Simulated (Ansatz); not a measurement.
We consider fluorite SrCl2, described by r²SCANh in Ansatz (plane waves, PAW).

Settings: plane-wave cutoff 520 eV, 6×6×6 k mesh, Fermi–Dirac smearing 0.01 eV, scalar-relativistic PAW data made under PBE.

Cell (relaxed at this level):

```yaml
crystal:
  lattice:
    - [0.00000, 3.49426, 3.49426]
    - [3.49426, 0.00000, 3.49426]
    - [3.49426, 3.49426, 0.00000]
  atoms:
    - { symbol: Sr, position: [0.00000, 0.00000, 0.00000] }
    - { symbol: Cl, position: [0.25000, 0.25000, 0.25000] }
    - { symbol: Cl, position: [0.75000, 0.75000, 0.75000] }
```

Problem. Predict the band gap, direct gap at Γ and smallest direct gap on the k points sampled.

Solution. 
- band gap = 6.62 eV (on the SCF k mesh)
- direct gap at Γ = 6.98 eV
- smallest direct gap on the k points sampled = 6.73 eV

Measured, for comparison: band gap 7.5 eV (temperature not stated, no zero-point or thermal correction; as tabulated in Aguado et al. (1999), arXiv:cond-mat/9901145).

Spin–orbit coupling is not included.

Static lattice: no zero-point or thermal effects.

Cost on a shared machine: roughly 6 core-minutes.

Ansatz is a first-principles code.
